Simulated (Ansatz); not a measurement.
**Relaxing Cd₂S**

The calculation used DFT r2SCAN, scalar-relativistic, plane waves, PAW in Ansatz 0.2.0. Cutoff 500 eV, Γ-centred k mesh, Gaussian smearing, no spin polarisation in the final step.

The start puts Cd₂S on the AlB2 structure type (P6/mmm, No. 191), with S in place of Al, Cd in place of B, at a guessed volume.

```
CELL_PARAMETERS angstrom
4.34255 0.00000 0.00000
-2.17128 3.76076 0.00000
0.00000 0.00000 4.68880
ATOMIC_POSITIONS crystal
Cd 0.33333 0.66667 0.50000
Cd 0.66667 0.33333 0.50000
S 0.00000 0.00000 0.00000
```

Steps on the 12×12×10 mesh (3 atoms). 7 of 9 steps are shown, and the free energy counts from the last. Trial steps that were taken back and renewals of the plane-wave basis can be among the rows.

```csv
step,ΔF (meV/atom),V (Å³/atom),P (GPa)
1,319.2,25.52,2.68
2,170.1,25.74,-0.19
3,89.3,25.09,-0.65
4,33.8,24.22,-0.48
5,3.1,23.28,0.04
6,0.5,22.90,0.27
9,0.0,23.06,0.01
```

A final relaxation ran on a 12×12×12 mesh. The relaxed crystal, P6/mmm (No. 191):

Space group P6/mmm (No. 191). a = 4.651 Å, b = 4.651 Å, c = 3.696 Å, α = 90.00°, β = 90.00°, γ = 120.00°
| atom | site | symmetry | x | y | z |
| --- | --- | --- | --- | --- | --- |
| Cd | 2d | -6m2 | 0.3333 | 0.6667 | 0.5000 |
| S | 1a | 6/mmm | 0.0000 | 0.0000 | 0.0000 |

```
Volume per atom          : 23.08 Å³
Density                  : 6.16 g/cm³
Energy over the elements : 0.24 eV/atom
Gap on the 12×12×12 mesh : 0 eV (a metal)
```

The zero of energy is the elements' standard structures at the same level; no fitted shifts are applied.

The final run used a 12×12×12 mesh on its 3-atom cell and 0.10 eV smearing. For metals, differences of a few meV/atom aren't resolved.

Symmetry constrained the relaxation, so the result can be a saddle point.

Cost: 3 runs of about 4.2 core-minutes in all, on Intel Xeon Platinum 8488C (Sapphire Rapids) (shared hosts).